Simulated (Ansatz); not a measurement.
Saddle point of SiH₄O₂, closed shell (SiH₄O₂ ([OH][SiH2][OH]) → SiH₂O ([O][SiH2]) + H₂O (still joined by a long Si–O bond); bonds formed: O2–H4; bonds broken: O3–H4; bonds weakened to dative contacts: Si1–O2), PBE0-D4/def2-TZVP structure:

```xyz
7
angstrom
Si -0.2182 -0.1641 0.7065
O 0.4513 0.5913 -0.8732
O 0.5778 -1.4471 0.3218
H 0.8158 -0.4117 -0.8477
H -1.6927 -0.0556 0.5291
H 0.2294 0.7677 1.7697
H -0.1636 0.7194 -1.6062
```

Energies are electronic, without zero-point energy. Barriers and step energies count from the start structure reached by relaxing down the imaginary mode; all methods use the PBE0-D4 structures, on which another method's saddle can fall below an end. Ansatz 0.2.0; basis: def2-TZVPP, with def2-QZVPP for the basis limit; cores frozen in the correlated methods. B3LYP uses VWN-RPA correlation. Extrapolation: Hartree–Fock as exp(−7.88 √X), correlation as X^−2.97.

| method | barrier (kcal/mol) | step energy (kcal/mol) |
| --- | --- | --- |
| SPW92 | 44.17 | 46.45 |
| PBE-D4 | ? | 45.74 |
| BLYP-D4 | 48.08 | 45.88 |
| r2SCAN-D4 | 50.69 | 49.65 |
| B97M-V | 52.95 | 49.93 |
| PBE0-D4 | 51.38 | 50.21 |
| B3LYP-D4 | 52.00 | 49.67 |
| r2SCAN0-D4 | 53.93 | 52.51 |
| BHLYP-D4 | 57.37 | 54.30 |
| CAM-B3LYP-D4 | ? | 51.35 |
| wB97X-V | 53.20 | 51.27 |
| wB97M-V | ? | 50.18 |
| B2PLYP | 52.19 | 49.93 |
| PBE-QIDH | 53.59 | 52.08 |
| RPA on PBE | 51.99 | 49.75 |
| HF | 65.16 | 59.26 |
| MP2 | 51.91 | 50.20 |
| CCSD | 55.44 | 52.66 |
| CCSD(T) | 53.14 | 50.97 |

(1) Fill in the withheld barriers. (To be estimated.)

The T1 diagnostic stays at or below 0.017.

Answers

(1) Computed: wB97M-V 52.23; CAM-B3LYP-D4 53.19; PBE-D4 46.39 kcal/mol. Each is the energy of the saddle less that of the start structure, by the same method.

For comparison, the barrier by CCSD(T) at an estimated basis limit (MP2 extrapolated from triple and quadruple zeta, plus CCSD(T) − MP2 in triple zeta) is 53.22 kcal/mol.

Labels in which every atom is bracketed show which atoms are joined, not bond orders.

For scale, one of the runs: CCSD(T)/def2-TZVPP, 160 basis functions, launched by `ansatz run in.yaml --threads 2 --pin off --events-out ev --progress --plain --max-ram 4352MiB`. Time: 22 s of wall clock on 2 CPU threads of an Arm Neoverse V1; the host was shared. Peak host memory: 1.2 GiB.
